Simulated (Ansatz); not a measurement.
# C₃H₇FO: small, medium and large basis sets

Aim: see how fast density functionals converge with the basis set for C₃H₇FO.

Program: Ansatz 0.2.0, Gaussian basis. Level of theory: one geometry, several basis sets. These are calculated values, not measurements.

The runs, in order: PBE0-D4/def2-SVP; ωB97M-V/def2-SVP; PBE0-D4/def2-QZVPP; ωB97M-V/def2-QZVPP; the functionals' def2-TZVPP values are taken from earlier runs.

**1. The geometry**

An earlier PBE0-D4 in a triple-zeta def2 set relaxation fixed the geometry.

SMILES `CCC(O)F`, 12 atoms, charge 0, spin multiplicity 1.

Atoms are counted from 1 here; the program's logs count them from 0.

Bond lengths: C1–C2 1.518 Å, C1–H6 1.091 Å, C1–H7 1.094 Å, C1–H8 1.091 Å, C2–C3 1.505 Å, C2–H9 1.094 Å, C2–H10 1.093 Å, C3–O4 1.376 Å, C3–F5 1.390 Å, C3–H11 1.099 Å, O4–H12 0.961 Å. Angles: C2–C1–H6 110.8°, C2–C1–H7 111.3°, C2–C1–H8 111.0°, H6–C1–H7 107.6°, H6–C1–H8 108.2°, H7–C1–H8 107.9°, C1–C2–C3 112.6°, C1–C2–H9 111.0°, C1–C2–H10 110.9°, C3–C2–H9 107.3°, C3–C2–H10 107.5°, H9–C2–H10 107.4°, C2–C3–O4 109.5°, C2–C3–F5 109.1°, C2–C3–H11 111.9°, O4–C3–F5 109.4°, O4–C3–H11 111.6°, F5–C3–H11 105.3° and more.

**2. PBE0-D4 in def2-SVP**

Input file in.yaml:

```yaml
crystal:
  periodic: [false, false, false]
  atoms:
    - {symbol: C, position_ang: [-0.927204, 1.003310, 0.520684]}
    - {symbol: C, position_ang: [0.307406, 0.635984, -0.282747]}
    - {symbol: C, position_ang: [0.696993, -0.807981, -0.115969]}
    - {symbol: O, position_ang: [-0.281773, -1.612231, -0.654134]}
    - {symbol: F, position_ang: [1.896394, -1.035249, -0.779870]}
    - {symbol: H, position_ang: [-1.174299, 2.058245, 0.389859]}
    - {symbol: H, position_ang: [-0.771645, 0.830797, 1.589511]}
    - {symbol: H, position_ang: [-1.787685, 0.410760, 0.206559]}
    - {symbol: H, position_ang: [0.145499, 0.808280, -1.350767]}
    - {symbol: H, position_ang: [1.163877, 1.243686, 0.019886]}
    - {symbol: H, position_ang: [0.895568, -1.061043, 0.935336]}
    - {symbol: H, position_ang: [-0.086131, -2.529758, -0.444348]}
basis:
  gaussian: {orbitals: def2-SVP}
hamiltonian: {xc: pbe0, dispersion: d4}
output: {orbitals: {seedname: orbitals}}
```

Started as:

```bash
$ ansatz run in.yaml --threads 4 --pin off --events-out ev --progress --plain --max-ram 10444MiB
```

Further steps of the session: ωB97M-V in def2-SVP; PBE0-D4 in def2-QZVPP; ωB97M-V in def2-QZVPP.

Before running them: what should the planned runs give, taken together? Wanted: PBE0-D4: double and triple zeta above quadruple; ωB97M-V: double and triple zeta above quadruple.

As calculated:

```
                                       quantity           value
PBE0-D4: double and triple zeta above quadruple   9.80, 0.44 eV
ωB97M-V: double and triple zeta above quadruple  10.14, 0.43 eV
```

What this shows: PBE0-D4 gains 9.36 eV from double to triple zeta, then 0.44 eV more. These are total energies; as a rule much of such shifts cancels in differences, which this series doesn't test. The LUMO of ωB97M-V is positive and keeps falling with the basis (3.27 to 1.69 eV): an unbound level that the basis holds in place.
